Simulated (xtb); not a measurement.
C2H6S, charge +1, doublet, at the geometry of the source list (a state made from the parent by changing its charge; the spin is typed, not shown lowest); xtb with GFN0-xTB.

xtb was given this input:
```
$ xtb mol.xyz --gfn 0 --chrg 1 --uhf 1 --json

# file mol.xyz
9

C     -0.79640000     0.53010000     0.05840000
C      0.09700000    -0.67710000    -0.14880000
S      1.71710000    -0.49070000     0.67610000
H     -1.76070000     0.36040000    -0.41580000
H     -0.34760000     1.42080000    -0.37700000
H     -0.95460000     0.70670000     1.11970000
H     -0.33710000    -1.56940000     0.30160000
H      0.27990000    -0.86670000    -1.20670000
H      2.10240000     0.58600000    -0.00740000
```

It wrote (shortened):

```
   ID    Z sym.   atoms
    1    6 C      1, 2
    2   16 S      3
    3    1 H      4-9

           -------------------------------------------------
          |                Calculation Setup                |
           -------------------------------------------------

           -------------------------------------------------
          |                 G F N 0 - x T B                 |
           -------------------------------------------------

          ...................................................
          :                      SETUP                      :
          :.................................................:
          :  # basis functions                  30          :
          :  # atomic orbitals                  29          :
          :  # shells                           19          :
          :  # electrons                        19          :
          :  electronic temp.          300.0000000     K    :
          :  accuracy                    1.0000000          :
          :  -> integral cutoff          0.2500000E+02      :
          :  -> integral neglect         0.1000000E-07      :
          ...................................................

         :::::::::::::::::::::::::::::::::::::::::::::::::::::
         ::                     SUMMARY                     ::
         :::::::::::::::::::::::::::::::::::::::::::::::::::::
         :: total energy              -9.050873034874 Eh    ::
         :: gradient norm              0.027892120909 Eh/a0 ::
         :: HOMO-LUMO gap              4.867025920102 eV    ::
         ::.................................................::
         :: H0 energy                -10.541441633976 Eh    ::
         :: repulsion energy           0.126563291177 Eh    ::
         :: electrostat energy         1.365381179281 Eh    ::
         :: -> Gsolv                   0.000000000000 Eh    ::
         ::    -> Gsasa                0.000000000000 Eh    ::
         ::    -> Gshift               0.000000000000 Eh    ::
         :: dispersion energy         -0.001375871356 Eh    ::
         :: short-range corr.          0.000000000000 Eh    ::
         :: add. restraining           0.000000000000 Eh    ::
         :: total charge               1.000000000000 e     ::
         :::::::::::::::::::::::::::::::::::::::::::::::::::::

           -------------------------------------------------
          |                Property Printout                |
           -------------------------------------------------

    * Orbital Energies and Occupations

         #    Occupation            Energy/Eh            Energy/eV
      -------------------------------------------------------------
         1        2.0000           -0.7441207             -20.2486
         2        2.0000           -0.6309889             -17.1701
         3        2.0000           -0.6043554             -16.4453
         4        2.0000           -0.5583333             -15.1930
         5        2.0000           -0.5389490             -14.6655
         6        2.0000           -0.5204248             -14.1615
         7        2.0000           -0.5078452             -13.8192
         8        2.0000           -0.4947705             -13.4634
         9        2.0000           -0.4698719             -12.7859
        10        1.0000           -0.4021223             -10.9423 (HOMO)
        11                         -0.2232624              -6.0753 (LUMO)
        12                         -0.1568315              -4.2676
        13                         -0.1531447              -4.1673
        14                         -0.1161975              -3.1619
        15                         -0.1096928              -2.9849
        16                         -0.0875027              -2.3811
        17                         -0.0767245              -2.0878
        18                         -0.0674731              -1.8360
        19                         -0.0384290              -1.0457
        20                         -0.0244817              -0.6662
        21                         -0.0080443              -0.2189
       ...                                ...                  ...
        29                          0.7843626              21.3436
      -------------------------------------------------------------
                  HL-Gap            0.1788599 Eh            4.8670 eV
             Fermi-level            0.0000000 Eh            0.0000 eV

     #   Z          covCN         q      C6AA      α(0)
     1   6 C        3.778    -0.402    32.736     8.250
     2   6 C        3.793    -0.170    26.645     7.440
     3  16 S        1.920     0.170   131.863    19.361
     4   1 H        0.925     0.270     0.803     1.401
     5   1 H        0.925     0.252     0.870     1.459
     6   1 H        0.925     0.264     0.824     1.419
     7   1 H        0.925     0.228     0.965     1.536
     8   1 H        0.925     0.217     1.017     1.577
     9   1 H        0.923     0.169     1.270     1.762

 Mol. C6AA /au·bohr⁶  :        792.759624
 Mol. C8AA /au·bohr⁸  :      25240.832814
 Mol. α(0) /au        :         44.206611

Wiberg/Mayer (AO) data.
largest (>0.10) Wiberg bond orders for each atom

 ---------------------------------------------------------------------------
     #   Z sym  total        # sym  WBO       # sym  WBO       # sym  WBO
 ---------------------------------------------------------------------------
     1   6 C    3.977 --     2 C    1.000     6 H    0.981     5 H    0.980
                             4 H    0.978
     2   6 C    3.970 --     3 S    1.050     1 C    1.000     7 H    0.970
                             8 H    0.954
     3  16 S    2.110 --     2 C    1.050     9 H    0.969
     4   1 H    0.983 --     1 C    0.978
     5   1 H    0.983 --     1 C    0.980
     6   1 H    0.985 --     1 C    0.981
     7   1 H    0.981 --     2 C    0.970
     8   1 H    0.984 --     2 C    0.954
     9   1 H    0.979 --     3 S    0.969
 ---------------------------------------------------------------------------

Topologies differ in total number of bonds
Writing topology from bond orders to xtbtopo.mol

 dipole moment from electron density (au)
     X       Y       Z
   2.5786  -0.5892   0.6562  total (Debye):    6.927

           -------------------------------------------------
          | TOTAL ENERGY               -9.050873034874 Eh   |
          | GRADIENT NORM               0.027892120909 Eh/α |
          | HOMO-LUMO GAP               4.867025920102 eV   |
           -------------------------------------------------

normal termination of xtb
```
